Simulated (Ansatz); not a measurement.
**Worked example: correlation energy of BSiH₃ (H-bridged), triplet**

Geometry: that of the BSiH3 (H-bridged), singlet, kept fixed. The singlet lies 3.2 eV lower here.

```yaml
atoms:
  - { symbol: Si, position_ang: [0.0091, 0.0000, 0.6016] }
  - { symbol: B, position_ang: [0.0825, 0.0000, -1.2150] }
  - { symbol: H, position_ang: [-0.6559, -0.9412, -0.6669] }
  - { symbol: H, position_ang: [-0.6559, 0.9412, -0.6669] }
  - { symbol: H, position_ang: [0.1724, 0.0000, -2.3958] }
```

Basis cc-pVDZ; Ansatz 0.2.0. Only valence electrons are correlated (noble-gas cores frozen), which leaves 10 electrons in 41 orbitals. R marks a restricted (for open shells ROHF) determinant, U an unrestricted one.

Full CI isn't at hand for all of this; UCCSDT(Q) serves as the reference, and is uncertain by about the last step of the cluster series.

Runs differ by some tens of microhartree through their thresholds and, for an open shell, their frozen cores, so steps under 0.03 kcal/mol mean nothing.

```tsv
level	total energy (hartree)
UHF	-315.167917
UMP2	-315.334274
UCCSD	-315.373177
UCCSD(T)	-315.380381
UCCSDT	-315.381831
UCCSDT(Q)	-315.382220
```

**Question.** What is the correlation energy at UCCSDT(Q), and what share of it do UMP2 and UCCSD recover?

**Answer.** E(corr) = -315.382220 − (-315.167917) = -0.214303 hartree = -5.831 eV. UMP2: -0.166357 / -0.214303 = 77.63 %. UCCSD: -0.205260 / -0.214303 = 95.78 %.

**Question.** By how many kcal/mol does UCCSD(T) miss UCCSDT(Q) (1 hartree = 627.509 kcal/mol), and which steps make up the rest?

**Answer.** -315.380381 − (-315.382220) = 0.001839 hartree = 1.15 kcal/mol. Steps: UCCSDT − UCCSD(T) = -0.91, UCCSDT(Q) − UCCSDT = -0.24 kcal/mol. Differences between like states or geometries often cancel part of this.
